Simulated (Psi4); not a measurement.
# Si2H4O (SMILES [SiH]O[SiH3]) at r2SCAN/6-311+G(d,p)

What is the energy change on altering one bond length of Si2H4O at r2SCAN/6-311+G**? 

The results are computed with Psi4 1.11.

1 further run of the same task is left out (set aside as unsound or not needed).

**1. The system as given**

Si2H4O has 7 atoms, charge 0, and is taken as a singlet. As SMILES, `[SiH]O[SiH3]`. The coordinates come from a PBE0-D4/def2-TZVP relaxation. This is one conformer, not always the lowest.

Bond lengths: Si1–O2 1.645 Å, O2–Si3 1.652 Å, Si1–H4 1.549 Å, Si3–H5 1.486 Å, Si3–H6 1.483 Å, Si3–H7 1.483 Å. Angles: Si1–O2–Si3 142.3°, O2–Si1–H4 97.6°, O2–Si3–H5 109.8°, O2–Si3–H6 108.5°, O2–Si3–H7 108.5°, H5–Si3–H6 110.1°, H5–Si3–H7 110.1°, H6–Si3–H7 109.7°.

**2. Energy and gradient at r2SCAN/6-311+G(d,p)**

The input, input.json:

```json
{
 "schema_name": "qcschema_input",
 "schema_version": 1,
 "molecule": {
  "schema_name": "qcschema_molecule",
  "schema_version": 2,
  "symbols": ["Si", "O", "Si", "H", "H", "H", "H"],
  "geometry": [-3.19722763, -2.78337761, -0.43501495, -0.69730894, -1.52198542, 0.91670614, 1.38252363, 0.7838584, 0.59790935, -3.36238969, -0.96357135, -2.72215048, 0.84395169, 2.2342232, -1.7449731, 1.20016506, 2.46382492, 2.83402227, 3.94612609, -0.34166248, 0.46695133],
  "molecular_charge": 0,
  "molecular_multiplicity": 1,
  "fix_symmetry": "c1",
  "fix_com": true,
  "fix_orientation": true
 },
 "driver": "gradient",
 "model": {
  "method": "r2scan",
  "basis": "6-311+G**"
 },
 "keywords": {
  "puream": true,
  "e_convergence": 1e-09,
  "d_convergence": 1e-08,
  "scf_type": "pk",
  "dft_radial_points": 99,
  "dft_spherical_points": 590,
  "scf_properties": ["MULLIKEN_CHARGES", "DIPOLE", "QUADRUPOLE"]
 }
}
```

Started as:

```
psi4 --qcschema input.json -n 1 --memory 1600MB
```

stdout, shortened:

```text
[...]
  Running in c1 symmetry.
[...]
  Nuclear repulsion =  140.853091802166688
[...]
  Multiplicity = 1
[...]
  Nalpha       = 20
  Nbeta        = 20
[...]
    Number of basis functions: 106
[...]
   @RKS iter   1:  -656.29900528929704   -2.80834e-01   8.23229e-03 DIIS/ADIIS
[...]
   @RKS iter  11:  -656.56322542009423   -1.17097e-11   9.93514e-09 DIIS
[...]
    Orbital Energies [Eh]
    ---------------------
    Doubly Occupied:
       1A    -65.848620     2A    -65.844478     3A    -18.973622
       4A     -5.229289     5A     -5.228666     6A     -3.575593
       7A     -3.573064     8A     -3.570423     9A     -3.569794
      10A     -3.569777    11A     -3.565128    12A     -0.979163
      13A     -0.558865    14A     -0.463520    15A     -0.397841
      16A     -0.383223    17A     -0.356206    18A     -0.309507
      19A     -0.304765    20A     -0.209068
[...]
  @RKS Final Energy:  -656.56322542009423
   => Energetics <=
    Nuclear Repulsion Energy =            140.8530918021666878
    One-Electron Energy =               -1188.6800498996863098
    Two-Electron Energy =                 443.1229976560167643
    DFT Exchange-Correlation Energy =     -51.8592649785914546
    Empirical Dispersion Energy =           0.0000000000000000
    VV10 Nonlocal Energy =                  0.0000000000000000
    Total Energy =                       -656.5632254200942270
[...]
 Multipole Moments:
 ------------------------------------------------------------------------------------
     Multipole            Electronic (a.u.)      Nuclear  (a.u.)        Total (a.u.)
 ------------------------------------------------------------------------------------
 L = 1.  Multiply by 2.5417464519 to convert [e a0] to [Debye]
 Dipole X            :         28.5899876          -28.3564744            0.2335132
 Dipole Y            :         37.1272566          -36.7763380            0.3509185
 Dipole Z            :         -8.5900866            8.4480207           -0.1420659
 Magnitude           :                                                    0.4448089
 L = 2.  Multiply by 1.3450342976 to convert [e a0^2] to [Debye ang]
 Quadrupole XX       :       -228.3759058          202.7910497          -25.5848561
 Quadrupole XY       :       -156.3494409          154.9837083           -1.3657326
[...]
  Mulliken Charges: (a.u.)
   Center  Symbol    Alpha    Beta     Spin     Total
       1    SI     6.84201  6.84201  0.00000  0.31597
       2     O     4.19093  4.19093  0.00000 -0.38186
       3    SI     6.70057  6.70057  0.00000  0.59887
       4     H     0.59986  0.59986  0.00000 -0.19973
       5     H     0.55539  0.55539  0.00000 -0.11078
       6     H     0.55565  0.55565  0.00000 -0.11131
       7     H     0.55558  0.55558  0.00000 -0.11116
   Total alpha = 20.00000, Total beta = 20.00000, Total charge = -0.00000
[...]
  -Total Gradient:
     Atom            X                  Y                   Z
    ------   -----------------  -----------------  -----------------
       1        0.009134172989     0.007107335929     0.002076855633
       2       -0.000163016426     0.001710035617    -0.002192418373
       3       -0.008758585286    -0.007176090037    -0.001503831270
       4       -0.000378809260    -0.001152842569     0.000915026004
       5        0.000352386835    -0.000297883153     0.000748181066
       6        0.000075341237    -0.000402973649    -0.000251739050
       7       -0.000404091603     0.000089695352     0.000190379884
[...]
```

The result, in JSON:

```text
{
 "driver": "gradient",
 "model": {
  "method": "r2scan",
  "basis": "6-311+G**"
 },
 "success": true,
 "return_result": [0.009134172989180844, 0.007107335929407904, 0.0020768556325485438, -0.00016301642596354415, 0.0017100356168702757, -0.0021924183725992863, -0.00875858528648447, -0.00717609003731004, -0.0015038312698600724, -0.00037880925966257, -0.0011528425691657018, 0.0009150260043930825, 0.00035238683452737396, -0.0002978831525319303, 0.000748181066199477, 7.53412372079057e-05, -0.00040297364918111256, -0.0002517390500660077, -0.00040409160338056305, 8.969535222286967e-05, 0.00019037988356208034],
 "properties": {
  "calcinfo_nbasis": 106,
  "calcinfo_nmo": 106,
  "calcinfo_nalpha": 20,
  "calcinfo_nbeta": 20,
  "calcinfo_natom": 7,
  "nuclear_repulsion_energy": 140.8530918021667,
  "return_energy": -656.5632254200942,
  "return_gradient": [0.009134172989180844, 0.007107335929407904, 0.0020768556325485438, -0.00016301642596354415, 0.0017100356168702757, -0.0021924183725992863, -0.00875858528648447, -0.00717609003731004, -0.0015038312698600724, -0.00037880925966257, -0.0011528425691657018, 0.0009150260043930825, 0.00035238683452737396, -0.0002978831525319303, 0.000748181066199477, 7.53412372079057e-05, -0.00040297364918111256, -0.0002517390500660077, -0.00040409160338056305, 8.969535222286967e-05, 0.00019037988356208034],
  "scf_one_electron_energy": -1188.6800498996863,
  "scf_two_electron_energy": 443.12299765601676,
  "scf_xc_energy": -51.859264978591455,
  "scf_dipole_moment": [0.2335131807648807, 0.35091854307417236, -0.1420658768286458],
  "scf_total_energy": -656.5632254200942,
  "scf_total_gradient": [0.009134172989180844, 0.007107335929407904, 0.0020768556325485438, -0.00016301642596354415, 0.0017100356168702757, -0.0021924183725992863, -0.00875858528648447, -0.00717609003731004, -0.0015038312698600724, -0.00037880925966257, -0.0011528425691657018, 0.0009150260043930825, 0.00035238683452737396, -0.0002978831525319303, 0.000748181066199477, 7.53412372079057e-05, -0.00040297364918111256, -0.0002517390500660077, -0.00040409160338056305, 8.969535222286967e-05, 0.00019037988356208034],
  "scf_iterations": 11
 }
}
```

It took 31 s on 1 thread of Intel Xeon 6975P-C (Granite Rapids), shared host; peak memory 0.65 GiB.

**3. The distorted shape at the same level**

The input, input.json:

```json
{
 "schema_name": "qcschema_input",
 "schema_version": 1,
 "molecule": {
  "schema_name": "qcschema_molecule",
  "schema_version": 2,
  "symbols": ["Si", "O", "Si", "H", "H", "H", "H"],
  "geometry": [-3.5817869, -2.61454192, -0.41536936, -1.08186821, -1.35314973, 0.93635174, 0.99796437, 0.95269409, 0.61755494, -3.74694896, -0.79473566, -2.70250489, 0.45939242, 2.40305889, -1.72532751, 0.8156058, 2.63266061, 2.85366786, 3.94612609, -0.34166248, 0.46695133],
  "molecular_charge": 0,
  "molecular_multiplicity": 1,
  "fix_symmetry": "c1",
  "fix_com": true,
  "fix_orientation": true
 },
 "driver": "gradient",
 "model": {
  "method": "r2scan",
  "basis": "6-311+G**"
 },
 "keywords": {
  "reference": "rks",
  "puream": true,
  "e_convergence": 1e-09,
  "d_convergence": 1e-08,
  "scf_type": "pk",
  "dft_radial_points": 99,
  "dft_spherical_points": 590
 }
}
```

Started as:

```
psi4 --qcschema input.json -n 1 --memory 1600MB
```

stdout, shortened:

```text
[...]
  Running in c1 symmetry.
[...]
  Nuclear repulsion =  139.984418201382482
[...]
  Multiplicity = 1
[...]
  Nalpha       = 20
  Nbeta        = 20
[...]
    Number of basis functions: 106
[...]
   @RKS iter   1:  -656.28705635126664   -3.11774e-01   8.23345e-03 DIIS/ADIIS
[...]
   @RKS iter  12:  -656.55126768790228   -6.36646e-12   4.01714e-09 DIIS
[...]
  @RKS Final Energy:  -656.55126768790228
   => Energetics <=
    Nuclear Repulsion Energy =            139.9844182013824820
    One-Electron Energy =               -1186.8100836589899245
    Two-Electron Energy =                 442.0835598954348029
    DFT Exchange-Correlation Energy =     -51.8091621257294221
    Empirical Dispersion Energy =           0.0000000000000000
    VV10 Nonlocal Energy =                  0.0000000000000000
    Total Energy =                       -656.5512676879022820
[...]
 Multipole Moments:
 ------------------------------------------------------------------------------------
     Multipole            Electronic (a.u.)      Nuclear  (a.u.)        Total (a.u.)
 ------------------------------------------------------------------------------------
 L = 1.  Multiply by 2.5417464519 to convert [e a0] to [Debye]
 Dipole X            :         43.4471961          -43.3542857            0.0929104
 Dipole Y            :         30.5794537          -30.1917461            0.3877076
 Dipole Z            :         -9.3558121            9.2141988           -0.1416133
 Magnitude           :                                                    0.4230884
[...]
  -Total Gradient:
     Atom            X                  Y                   Z
    ------   -----------------  -----------------  -----------------
       1        0.009952919385     0.007582629157     0.002635280493
       2       -0.002891445359    -0.000057658122    -0.002588307211
       3       -0.049785530567     0.012390573334     0.000549450386
       4       -0.000476959070    -0.001152807318     0.000881005875
       5       -0.000639838531     0.000520488479     0.000802896573
       6       -0.001015843952     0.000521434429    -0.000193288514
       7        0.044552626082    -0.019842923616    -0.002095357799
[...]
```

The result, in JSON:

```text
{
 "driver": "gradient",
 "model": {
  "method": "r2scan",
  "basis": "6-311+G**"
 },
 "success": true,
 "return_result": [0.009952919385389752, 0.007582629157135923, 0.0026352804927381214, -0.0028914453594577477, -5.76581217324873e-05, -0.002588307211350366, -0.04978553056691876, 0.012390573334202543, 0.0005494503855934321, -0.0004769590698938866, -0.0011528073176509251, 0.0008810058749755545, -0.0006398385305202946, 0.0005204884791447095, 0.000802896573243228, -0.0010158439516491403, 0.0005214344287788886, -0.00019328851391313406, 0.044552626081811625, -0.019842923616023994, -0.002095357798980484],
 "properties": {
  "calcinfo_nbasis": 106,
  "calcinfo_nmo": 106,
  "calcinfo_nalpha": 20,
  "calcinfo_nbeta": 20,
  "calcinfo_natom": 7,
  "nuclear_repulsion_energy": 139.98441820138248,
  "return_energy": -656.5512676879023,
  "return_gradient": [0.009952919385389752, 0.007582629157135923, 0.0026352804927381214, -0.0028914453594577477, -5.76581217324873e-05, -0.002588307211350366, -0.04978553056691876, 0.012390573334202543, 0.0005494503855934321, -0.0004769590698938866, -0.0011528073176509251, 0.0008810058749755545, -0.0006398385305202946, 0.0005204884791447095, 0.000802896573243228, -0.0010158439516491403, 0.0005214344287788886, -0.00019328851391313406, 0.044552626081811625, -0.019842923616023994, -0.002095357798980484],
  "scf_one_electron_energy": -1186.81008365899,
  "scf_two_electron_energy": 442.0835598954348,
  "scf_xc_energy": -51.80916212572942,
  "scf_dipole_moment": [0.09291035935974179, 0.3877075572590769, -0.1416133156382422],
  "scf_total_energy": -656.5512676879023,
  "scf_total_gradient": [0.009952919385389752, 0.007582629157135923, 0.0026352804927381214, -0.0028914453594577477, -5.76581217324873e-05, -0.002588307211350366, -0.04978553056691876, 0.012390573334202543, 0.0005494503855934321, -0.0004769590698938866, -0.0011528073176509251, 0.0008810058749755545, -0.0006398385305202946, 0.0005204884791447095, 0.000802896573243228, -0.0010158439516491403, 0.0005214344287788886, -0.00019328851391313406, 0.044552626081811625, -0.019842923616023994, -0.002095357798980484],
  "scf_iterations": 12
 }
}
```

Wall time 33 s (1 thread of Intel Xeon 6975P-C (Granite Rapids), shared host); peak memory 0.65 GiB.

**4. Summary of results**

Level: r2SCAN/6-311+G**.

| quantity | value |
| --- | --- |
| first shape: total energy | -656.56323 Eh |
| first shape: dipole moment | 1.13 D |
| first shape: HOMO energy | -5.69 eV |
| first shape: LUMO energy | -3.01 eV |
| first shape: HOMO–LUMO gap | 2.68 eV |
| first shape: largest force on an atom | 0.605 eV/Å |
| distorted shape: total energy | -656.55127 Eh |
| distorted shape: dipole moment | 1.08 D |
| distorted shape: HOMO energy | -5.74 eV |
| distorted shape: LUMO energy | -3.06 eV |
| distorted shape: HOMO–LUMO gap | 2.68 eV |
| distorted shape: largest force on an atom | 2.638 eV/Å |
| energy change with the Si3–H7 bond stretched from 1.483 to 1.706 Å | 0.325 eV |

With the Si3–H7 bond stretched from 1.483 to 1.706 Å the energy rises by 0.33 eV (31.4 kJ/mol). The first shape isn't relaxed at this level, so the change isn't measured from a minimum. The largest force (first shape) is 0.60 eV/Å: the shape isn't a stationary point for this species at this level.
